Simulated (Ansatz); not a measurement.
## Isomers

Structures of CH$_{5}$AlN (charge +1), singlet, relaxed at PBE0-D4/def2-TZVP (vibrations not checked; lower isomers may exist, and structures with a doubtful reference or unclear bonds are left out). Ansatz 0.2.0; basis: def2-TZVPP; cores frozen in the correlated methods. B3LYP uses VWN-RPA correlation.

(1) Rank them by CCSD(T) energy, lowest first, and give each one's height above the lowest. Links in brackets join atoms within 1.22 times the sum of their covalent radii (1.1 for two metals). (To be estimated.)
A.
CH₅AlN ([CH3][NH2][Al]), total charge +1
```
8
angstrom
C -0.3194 0.4516 -0.9178
N 0.0753 0.4916 0.5174
Al 0.3144 -1.4803 1.2765
H -1.2606 -0.0891 -1.0209
H -0.4451 1.4564 -1.3190
H -0.6268 1.0093 1.0472
H 0.9346 1.0330 0.6171
H 0.4510 -0.0633 -1.4924
```
B.
CH₅AlN ([CH2]1[NH2][AlH]1), total charge +1
```
8
angstrom
C -0.6926 0.2042 -0.5573
N 0.6669 0.4661 0.1243
Al -0.1965 -1.1908 0.6188
H -0.5946 0.1221 -1.6364
H -1.4293 0.9579 -0.2928
H 1.4474 0.5302 -0.5228
H 0.6821 1.2968 0.7090
H 0.1166 -2.3865 1.5573
```
C.
CH₅AlN ([CH2][NH][AlH2]), total charge +1
```
8
angstrom
N -0.3322 0.3481 0.3426
C -0.5057 0.9868 -0.7459
Al 0.7538 -1.2571 0.5190
H -0.0249 0.6322 -1.6559
H -1.1242 1.8813 -0.7914
H -0.8140 0.7407 1.1511
H 1.3300 -1.5642 -0.8994
H 0.7491 -1.7795 1.9863
```

(2) Do PBE-D4, r2SCAN-D4, PBE0-D4, B3LYP-D4, wB97M-V, HF, MP2 give the same order? (A judgement: the text doesn't fix the answer.)

No T1 diagnostic of these runs exceeds 0.014.

For scale, one of the runs: CCSD(T)/def2-TZVPP, 174 basis functions, launched by `ansatz run in.yaml --threads 2 --pin off --events-out ev --progress --plain --max-ram 4352MiB`. Hardware: 2 CPU threads of an Arm Neoverse V1, shared host. Wall time 28 s; peak host memory 1.5 GiB.

## Answers

(1) By the calculation: A (0.0 kJ/mol), C (68.0 kJ/mol), B (113.4 kJ/mol). Heights count from the lowest.

(2) Computed: All do.
